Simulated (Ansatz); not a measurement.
FLi (charge +1), a scan of the bond length

Program: the Ansatz DFT code, driven from Python.

Input file `fli.xyz`:
```text
2

Li    0.00000    0.00000    0.00000
F     0.00000    0.00000    2.00000
```

The cells in order, each with its output:

```python
import ansatz
import numpy as np

mol = ansatz.Crystal.molecule_from_extxyz('fli.xyz')
```

```python
symbols = [site.symbol for site in mol.cartesian_sites]
start = np.array([site.position_ang for site in mol.cartesian_sites])
axis = (start[1] - start[0]) / np.linalg.norm(start[1] - start[0])
moving = [1]
lengths, energies = [1.7, 1.84, 2.0, 2.2, 2.5, 3.0, 3.6, 4.4], []
for length in lengths:
    xyz = start.copy()
    xyz[moving] += (length - np.linalg.norm(start[1] - start[0])) * axis
    point = ansatz.Crystal.molecule()
    for symbol, place in zip(symbols, xyz):
        point = point.atom(symbol, place.tolist())
    setup = (
        point.calculation()
        .basis(gaussian='def2-TZVP')
        .correlation('CCSD(T)')
        .charge(1)
        .spin('collinear', total=1)
    )
    data = setup.run(threads=1).report
    energies.append(data['free_energy_ev'])
    print(f'r = {length:6.3f} A  E = {energies[-1]:.5f} eV  <S^2> = {abs(data["mean_field"]["state"]["spin_squared"]):.3f}')
```

    r =  1.700 A  E = -2908.80582 eV  <S^2> = 0.754
    r =  1.840 A  E = -2908.95743 eV  <S^2> = 0.754
    r =  2.000 A  E = -2909.01166 eV  <S^2> = 0.754
    r =  2.200 A  E = -2909.00419 eV  <S^2> = 0.754
    r =  2.500 A  E = -2908.95248 eV  <S^2> = 0.754
    r =  3.000 A  E = -2908.87897 eV  <S^2> = 0.754
    r =  3.600 A  E = -2908.83192 eV  <S^2> = 0.754
    r =  4.400 A  E = -2908.80424 eV  <S^2> = 0.754

```python
print('energy above the lowest point (eV):', [round(e - min(energies), 3) for e in energies])
```

    energy above the lowest point (eV): [0.206, 0.054, 0.0, 0.007, 0.059, 0.133, 0.18, 0.207]

The lowest point is at 2.000 Å. At the shortest distance (1.70 Å) the energy is 0.21 eV higher, at the longest (4.40 Å) 0.21 eV.

Total energies depend on the basis set; only differences at equal settings carry meaning. The basis set is modest, and single-reference methods fail as a bond breaks. The species is open-shell (spin multiplicity 2). S² is that of the Hartree-Fock reference. The spin state was assumed, and another may lie lower. The whole script took 42 s on 1 thread of Arm Neoverse N1, with other jobs on the host, peak memory 0.2 GiB.
